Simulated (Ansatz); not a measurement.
A made-up structure of CH2SSi, singlet:

```
5
angstrom
C -1.4936 0.1233 -0.4748
Si -0.1371 -0.2910 0.3607
S 1.8000 0.3822 -0.1364
H -2.5604 0.0668 -0.6215
H -0.7194 0.8462 -0.4337
```

It is relaxed with PBE-D4/def2-SVP and then PBE0-D4/def2-TZVP (Ansatz 0.2.0). Atoms count as bonded within 1.22 times the sum of their covalent radii (H–H: 0.88 Å). The end point is not checked to be a true minimum.

Question: Does its bonding change? (Judge from chemistry; the calculation decides.)

Answer: By the calculation: Yes. Formed: none; broken: Si2–H5.

Where it ends: The first stage lowers the energy by 2.36 eV in 11 steps. It ends as CH₂SSi ([CH2][Si][S]):
```xyz
5
angstrom
C -1.4199 0.3917 -0.4492
Si 0.1843 0.0575 -0.0716
S 2.0185 -0.3257 0.3577
H -2.1893 -0.3546 -0.2987
H -1.7041 1.3587 -0.8439
```

Labels in which every atom is bracketed show which atoms are joined, not bond orders.

For scale, one of the runs: PBE0-D4/def2-TZVP relaxation, 117 basis functions, launched by `ansatz run in.yaml --threads 2 --pin off --events-out ev --progress --plain --max-ram 4352MiB`. Hardware: 2 CPU threads of an Intel Xeon, shared host. Wall time about 24 s.
